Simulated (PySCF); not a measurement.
C₃H₃N₃, SMILES c1ncncn1, point group D3h.

Force field and properties: PBE0/pcSseg-1 (PySCF, grid level 2). Vibrational terms come from second-order perturbation theory with semi-diagonal cubic constants, by steps of ±0.6 along the normal coordinates of each isotopologue. The parent has the commonest isotopes.

Equilibrium geometry (Å):

```tsv
atom	x	y	z
C1	1.1911	-0.5041	0.0044
N2	0.1694	-1.3534	-0.0347
C3	-1.0249	-0.7701	-0.0490
N4	-1.2499	0.5397	-0.0277
C5	-0.1481	1.2821	0.0110
N6	1.0986	0.8217	0.0289
H7	2.1936	-0.9326	0.0177
H8	-1.8969	-1.4239	-0.0811
H9	-0.2786	2.3645	0.0298
```

An isotope shift is δ(isotopologue) − δ(parent), that is, the negative of the change in the averaged GIAO shielding; n counts bonds from the nearest label (0: the labelled atom itself). These are computed values; those of heavy atoms are rounded to 5 ppb, about the numerical noise. One-bond deuterium shifts of ¹³C at such levels come out too large, by a quarter to a half.

(1) What isotope shifts arise with ²H at 7?

Results:

(1) 
```
nucleus  n  0 K (ppb)  500 K (ppb)
     H7  0        -97          -86
     C1  1       -440         -380
     N2  2       -370         -300
     N6  2       -365         -295
     C3  3         25           10
     C5  3         25           15
     N4  4        145           75
     H8  4          3            2
     H9  4          4            3
```
